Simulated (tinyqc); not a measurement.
Pariser-Parr-Pople SCF with singles CI, for the molecule C=CC(N)=O (SMILES; centres numbered as the heavy atoms are written), step by step. Computed by tinyqc, a small Python program that keeps every step. Settings: charge = 0, gamma = Ohno, start = huckel, damping = 0.3, iteration cap = 58, excitations kept = 9. Command: `OMP_NUM_THREADS=1 python tinyqc.py 31228 31229 out.jsonl` (the two numbers bound the seeds that draw the settings). One thread of a shared host (Intel(R) Xeon(R) Processor @ 2.60GHz), about 0.01 s of CPU time with the checks. Later iterations appear only in the table of the cycle.

## PPP integrals

Centres (angstrom, eV; a flat drawing with bonds scaled to 1.40 angstrom):

| centre | x | y | core charge z | W | gamma_rr |
|---|---|---|---|---|---|
| 1C | -1.940000 | 0.000000 | 1 | 9.830000 | 9.570000 |
| 2C | -0.727000 | 0.700000 | 1 | 9.830000 | 9.570000 |
| 3C | 0.485000 | 0.000000 | 1 | 9.830000 | 9.570000 |
| 4N | 1.697000 | 0.700000 | 2 | 27.310000 | 16.580000 |
| 5O | 0.485000 | -1.400000 | 1 | 16.230000 | 16.430000 |

Resonance integrals (eV):

| i | j | beta |
|---|---|---|
| 1 | 2 | -2.390000 |
| 2 | 3 | -2.390000 |
| 3 | 4 | -2.370000 |
| 3 | 5 | -2.410000 |

Ohno: gamma = 14.399645/sqrt(R^2 + a^2), a = 2 x 14.399645/(gamma_rr + gamma_ss); H_rr = -W_r - sum_(s != r) z_s gamma_rs; H_rs = beta for bonds.

repulsion gamma_rs (eV), lower triangle:
```
          1C        2C        3C         4N         5O
1C  9.570000
2C  7.005169  9.570000
3C  5.045634  7.007180  9.570000
4N  3.726596  5.408410  8.085312  16.580000
5O  4.781970  5.401860  8.066146   5.588105  16.430000
```

core matrix H (eV), lower triangle:
```
            1C          2C          3C          4N          5O
1C  -34.115966
2C   -2.390000  -40.061028
3C    0.000000   -2.390000  -46.119585
4N    0.000000    0.000000   -2.370000  -50.118424
5O    0.000000    0.000000   -2.410000    0.000000  -45.656186
```

## Starting guess

pi electrons, sum of z_r less the charge = 6

Orbitals of the Hueckel matrix of the beta values.

P at the start, lower triangle:
```
           1C        2C        3C         4N        5O
1C   1.000000
2C   0.923882  1.000000
3C   0.000000  0.382677  1.000000
4N  -0.268320  0.000000  0.647794   1.508368
5O  -0.272848  0.000000  0.658727  -0.499930  1.491632
```

## Iteration 1: Fock matrix

F_rr = H_rr + P_rr gamma_rr / 2 + sum_(s != r) P_ss gamma_rs; F_rs = H_rs - P_rs gamma_rs / 2; E = tr P (H + F) / 2 + core repulsion sum_(r<s) z_r z_s gamma_rs.

F (eV), lower triangle:
```
           1C         2C         3C          4N         5O
1C  -4.526144
2C  -5.625976  -5.048221
3C   0.000000  -3.730742  -5.054423
4N   0.499959   0.000000  -4.988808  -12.058339
5O   0.652376   0.000000  -5.066695    1.396831  -6.723533
```

pi energy = -90.946871 eV

## Iteration 1: orbitals and new P

Diagonalise F (the basis is taken as orthonormal) and form P = 2 sum c c over the lowest orbitals; 0.3 of the old P is kept.

orbital energies (eV): -15.306728  -11.241315  -9.519812  -0.223746  2.880942

P after iteration 1, lower triangle:
```
           1C         2C        3C         4N        5O
1C   0.946565
2C   0.931470   1.030837
3C   0.040862   0.359673  0.919150
4N  -0.186304  -0.030308  0.539451   1.689732
5O  -0.296713  -0.007323  0.747827  -0.414887  1.413717
```

## Iteration 2: Fock matrix

As before.

F (eV), lower triangle:
```
           1C         2C         3C          4N         5O
1C  -4.670474
2C  -5.652552  -5.281518
3C  -0.103086  -3.650148  -4.656919
4N   0.347141   0.081960  -4.550814  -11.676283
5O   0.709436   0.019780  -5.426039    1.159215  -7.091228
```

pi energy = -91.651586 eV

## Iteration 2: orbitals and new P

As before.

orbital energies (eV): -14.804712  -11.286616  -9.899034  -0.252754  2.866693

P after iteration 2, lower triangle:
```
           1C         2C        3C         4N        5O
1C   0.921725
2C   0.935565   1.045500
3C   0.063393   0.346471  0.865494
4N  -0.146152  -0.043821  0.488876   1.768530
5O  -0.300828  -0.010330  0.782343  -0.365888  1.398751
```

## Convergence

Stop when output and input P, before any damping, agree to 1e-7.

Course of the cycle:

| iteration | E (eV) | largest \|P(out) - P(in)\| |
|---|---|---|
| 1 | -90.94687061 | 2.59e-01 |
| 2 | -91.65158574 | 1.13e-01 |
| 3 | -91.94053424 | 5.24e-02 |
| 4 | -92.05240707 | 2.90e-02 |
| 5 | -92.09439181 | 1.74e-02 |
| 6 | -92.10984924 | 1.03e-02 |
| 7 | -92.11547027 | 6.13e-03 |
| 8 | -92.11749781 | 3.64e-03 |
| 9 | -92.11822530 | 2.16e-03 |
| 10 | -92.11848546 | 1.29e-03 |
| 11 | -92.11857831 | 7.69e-04 |
| ... | ... | ... |
| 19 | -92.11862977 | 1.28e-05 |
| 20 | -92.11862978 | 7.69e-06 |
| 21 | -92.11862978 | 4.63e-06 |
| 22 | -92.11862978 | 2.79e-06 |
| 23 | -92.11862978 | 1.68e-06 |
| 24 | -92.11862978 | 1.02e-06 |
| 25 | -92.11862978 | 6.25e-07 |
| 26 | -92.11862978 | 3.85e-07 |
| 27 | -92.11862978 | 2.36e-07 |
| 28 | -92.11862978 | 1.45e-07 |
| 29 | -92.11862978 | 8.90e-08 |

Converged in 29 iterations.

## Converged orbitals

Charges are z - P_rr.

orbital energies (eV): -14.463300  -11.337436  -10.100841  -0.312373  2.855963

coefficients:
```
         MO1        MO2        MO3        MO4        MO5
1C  0.160409  -0.508011  -0.400350   0.677334   0.311660
2C  0.316083  -0.584885  -0.305200  -0.464107  -0.499458
3C  0.564363  -0.105050   0.247590  -0.379828   0.681827
4N  0.654300   0.596649  -0.371951   0.173079  -0.218168
5O  0.357417  -0.181133   0.739543   0.389354  -0.375398
```

pi charges: 1C 0.111828, 2C -0.070292, 3C 0.218317, 4N 0.155107, 5O -0.414960

## Singles CI, singlets

Over the 6 single excitations with the smallest orbital gaps: A = (e_a - e_i) delta + 2 (ia|jb) - (ij|ab), with (pq|rs) = sum c_mp c_mq gamma_mn c_nr c_ns. f = 2/3 w |mu|^2 in atomic units, mu = sqrt2 sum c_ia sum_m c_mi c_ma R_m.

singlet CI matrix (eV), lower triangle:
```
           3>4       2>4        3>5       1>4       2>5        1>5
3>4   5.081016
2>4  -0.323825  6.026944
3>5  -0.075587  0.141263   7.494044
1>4  -0.017384  0.214956  -0.191146  8.706493
2>5  -0.390856  0.022824   0.065007  0.231728  8.224855
1>5   0.255751  0.542013  -0.147030  0.700872  0.098275  10.549885
```

singlet excitation energies (eV): 4.909198  6.048089  7.472683  8.173883  8.597416  10.881968

oscillator strengths: 0.319004  0.378542  0.513904  0.127398  0.040010  0.015511

## Singles CI, triplets

Over the 6 single excitations with the smallest orbital gaps: A = (e_a - e_i) delta - (ij|ab), with (pq|rs) = sum c_mp c_mq gamma_mn c_nr c_ns.

triplet CI matrix (eV), lower triangle:
```
           3>4        2>4        3>5       1>4       2>5       1>5
3>4   2.834885
2>4  -0.485020   4.386705
3>5   1.296632  -1.155252   5.399448
1>4  -0.338751   0.709706   0.640545  7.886004
2>5  -1.155252  -0.063707   0.362524  0.637063  7.298900
1>5   0.640545   0.637063  -0.498863  1.230521  0.099319  9.762935
```

triplet excitation energies (eV): 1.890526  3.504709  6.448921  6.967578  8.196760  10.560383
